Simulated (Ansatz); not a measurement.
Predict the output of the script below (the Python package of Ansatz (0.2.0)).

Input file `cs.xyz`:
```text
2

C     0.00000    0.00000    0.00000
S     0.00000    0.00000    1.69500
```

`cas_cs.py`:
```python
import ansatz as az

BASIS_SET = "6-31G*"


def main() -> None:
    mol = az.Crystal.molecule_from_extxyz("cs.xyz")

    calculation = (
        mol.calculation()
        .basis(gaussian=BASIS_SET)
        .correlation(active_electrons=6, active_orbitals=6)
    )
    for method in [None, "sc_nevpt2"]:
        report = (calculation if method is None else calculation.correlation(method)).run(threads=1, backend="cpu").report
        space = report["configurations"]
        state = space["states"][0]
        print(method or "casscf", f"total {report['free_energy_ev'] / 27.211386246:.6f} Ha, active-space state {state['energy']['hartree']:.6f} Ha, mean field {report['reference_energy_ev'] / 27.211386246:.6f} Ha")
        print("  determinants", state["n_determinants"], " natural occupations", [round(n, 3) for n in space["natural_occupations"]])


if __name__ == "__main__":
    main()
```

Output of `python cas_cs.py`:
```text
casscf total -435.379397 Ha, active-space state -435.379397 Ha, mean field -435.276895 Ha
  determinants 400  natural occupations [1.961, 1.922, 1.922, 0.078, 0.078, 0.039]
sc_nevpt2 total -435.525214 Ha, active-space state -435.379370 Ha, mean field -435.276895 Ha
  determinants 112  natural occupations [1.961, 1.922, 1.922, 0.078, 0.078, 0.039]
```

Total energies depend on the basis set; only differences at equal settings carry meaning. The geometry is a force-field or estimated start, not a minimum of this method, and the basis set is short of its limit. The active space starts as a window about the frontier orbitals and is then optimised, not chosen by chemistry. The spin state was assumed, and another may lie lower. It ran for 1.2 s on 1 thread of Arm Neoverse V1, with other jobs on the host, peak memory 0.14 GiB.

(Lines on the test bed's own set-up are left out of the output.)
